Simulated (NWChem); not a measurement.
Everything below was run with NWChem. System: C₂H₆, charge 0, spin multiplicity 1, at a geometry optimised with B3LYP/def2-SVP. Level: CCSD(T)/cc-pVDZ, 2 core orbitals frozen, spin-restricted.

The NWChem input:

```
start mol
memory heap 100 mb stack 700 mb global 1900 mb
geometry units angstroms nocenter noautoz noautosym
  C      0.044600    -0.762556     0.000000
  C     -0.044600     0.762556     0.000000
  H      0.580051    -1.136910     0.887969
  H      0.580051    -1.136910    -0.887969
  H     -0.955336    -1.226748     0.000000
  H     -0.580051     1.136910     0.887969
  H     -0.580051     1.136910    -0.887969
  H      0.955336     1.226748     0.000000
end
basis spherical
  * library cc-pvdz
end
scf
  rhf
  nopen 0
  maxiter 100
  thresh 1e-7
  semidirect memsize 60000000 filesize 0
end
ccsd
  freeze core 2
  maxiter 60
end
task ccsd(t) energy
```

Part of the output:

```
             Northwest Computational Chemistry Package (NWChem) 7.3.0
             --------------------------------------------------------

                                NWChem Input Module
                                -------------------

 Scaling coordinates for geometry "geometry" by  1.889725989
 (inverse scale =  0.529177249)

                             Geometry "geometry" -> ""
                             -------------------------

 Output coordinates in angstroms (scale by  1.889725989 to convert to a.u.)

  No.       Tag          Charge          X              Y              Z
 ---- ---------------- ---------- -------------- -------------- --------------
    1 C                    6.0000     0.04460000    -0.76255600     0.00000000
    2 C                    6.0000    -0.04460000     0.76255600     0.00000000
    3 H                    1.0000     0.58005100    -1.13691000     0.88796900
    4 H                    1.0000     0.58005100    -1.13691000    -0.88796900
    5 H                    1.0000    -0.95533600    -1.22674800     0.00000000
    6 H                    1.0000    -0.58005100     1.13691000     0.88796900
    7 H                    1.0000    -0.58005100     1.13691000    -0.88796900
    8 H                    1.0000     0.95533600     1.22674800     0.00000000

 Effective nuclear repulsion energy (a.u.)      41.9997603417

            Nuclear Dipole moment (a.u.)
            ----------------------------
        X                 Y               Z
 ---------------- ---------------- ----------------
     0.0000000000     0.0000000000     0.0000000000


 Summary of "ao basis" -> "" (spherical)
 ------------------------------------------------------------------------------
       Tag                 Description            Shells   Functions and Types
 ---------------- ------------------------------  ------  ---------------------
 *                          cc-pvdz                   on all atoms

 Summary of "ao basis" -> "ao basis" (spherical)
 ------------------------------------------------------------------------------
       Tag                 Description            Shells   Functions and Types
[...]
 ccsd(t): done       19 out of       49 progress:   38.8%
 ccsd(t): done       20 out of       49 progress:   40.8%
 ccsd(t): done       21 out of       49 progress:   42.9%
 ccsd(t): done       22 out of       49 progress:   44.9%
 ccsd(t): done       23 out of       49 progress:   46.9%
 ccsd(t): done       24 out of       49 progress:   49.0%
 ccsd(t): done       25 out of       49 progress:   51.0%
 ccsd(t): done       26 out of       49 progress:   53.1%
 ccsd(t): done       27 out of       49 progress:   55.1%
 ccsd(t): done       28 out of       49 progress:   57.1%
 ccsd(t): done       29 out of       49 progress:   59.2%
 ccsd(t): done       30 out of       49 progress:   61.2%
 ccsd(t): done       31 out of       49 progress:   63.3%
 ccsd(t): done       32 out of       49 progress:   65.3%
 ccsd(t): done       33 out of       49 progress:   67.3%
 ccsd(t): done       34 out of       49 progress:   69.4%
 ccsd(t): done       35 out of       49 progress:   71.4%
 ccsd(t): done       36 out of       49 progress:   73.5%
 ccsd(t): done       37 out of       49 progress:   75.5%
 ccsd(t): done       38 out of       49 progress:   77.6%
 ccsd(t): done       39 out of       49 progress:   79.6%
 ccsd(t): done       40 out of       49 progress:   81.6%
 ccsd(t): done       41 out of       49 progress:   83.7%
 ccsd(t): done       42 out of       49 progress:   85.7%
 ccsd(t): done       43 out of       49 progress:   87.8%
 ccsd(t): done       44 out of       49 progress:   89.8%
 ccsd(t): done       45 out of       49 progress:   91.8%
 ccsd(t): done       46 out of       49 progress:   93.9%
 ccsd(t): done       47 out of       49 progress:   95.9%
 ccsd(t): done       48 out of       49 progress:   98.0%
 ccsd(t): done       49 out of       49 progress:  100.0%
 Time for integral evaluation pass     1        1.33
 Time for triples evaluation pass      1        0.80

 pseudo-e(mp4)  -0.85469816181167E-02
 pseudo-e(mp5)   0.16638100433897E-03
        e(t)    -0.83806006137777E-02

 --------------
 CCSD(T) Energy
 --------------
 Reference energy:                     -79.234554192561063

 CCSD corr. energy:                     -0.340123231380832
 T(CCSD) corr. energy:                  -0.008546981618117
 Total CCSD+T(CCSD) energy:            -79.583224405560017

 CCSD corr. energy:                     -0.340123231380832
 (T) corr. energy:                      -0.008380600613778
 Total CCSD(T) energy:                 -79.583058024555669

 routine      calls  cpu(0)   cpu-min  cpu-ave  cpu-max   i/o
 aoccsd          1     0.00     0.00     0.00     0.00    0.00
 iterdrv         1     0.01     0.01     0.01     0.01    0.00
 pampt          10     0.04     0.04     0.04     0.04    0.00
 t2pm           10     0.06     0.06     0.06     0.06    0.00
 sxy            10     0.33     0.33     0.33     0.33    0.00
 ints      2162250    17.16    17.16    17.16    17.16    0.00
 t2eri        4650     1.89     1.89     1.89     1.89    0.00
 idx2         4650     0.30     0.30     0.30     0.30    0.00
 idx34          10     0.02     0.02     0.02     0.02    0.00
 ht2pm          10     0.07     0.07     0.07     0.07    0.00
 itm            10     0.32     0.32     0.32     0.32    0.00
 pdiis          10     0.01     0.01     0.01     0.01    0.00
 triples         1     0.00     0.00     0.00     0.00    0.00
 rdtrpo          1     0.00     0.00     0.00     0.00    0.00
 trpmos          1     1.33     1.33     1.33     1.33    0.00
 trpdrv          1     0.13     0.13     0.13     0.13    0.00
 dovvv       19208     0.32     0.32     0.32     0.32    0.00
 doooo       19208     0.08     0.08     0.08     0.08    0.00
 tengy       16807     0.26     0.26     0.26     0.26    0.00
 Total                22.35    22.35    22.35    22.35    0.00

 Task  times  cpu:       24.3s     wall:       24.3s

 Total times  cpu:       24.3s     wall:       24.3s
```
